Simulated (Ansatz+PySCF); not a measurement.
A calculation with Ansatz (development build ahead of 0.2.0).

```yaml
crystal:
  periodic: [false, false, false]
  atoms:
    - { symbol: B, position_ang: [0.0, 0.0, 0.0] }
    - { symbol: S, position_ang: [0.83862, 1.11816, 2.42088] }
basis:
  gaussian: { orbitals: STO-3G }
magnetization:
  initial_magnetization: 1
hamiltonian:
  xc: hf
correlation:
  method: fci
  frozen_orbitals: { B: 1, S: 5 }
```

The input is written out in the form of the current development build from the run's settings.

Output:

```json
{
 "Converged": "yes",
 "Total energy": "-417.34817 hartree",
 "State": "lowest doublet root, of any spatial symmetry"
}
```
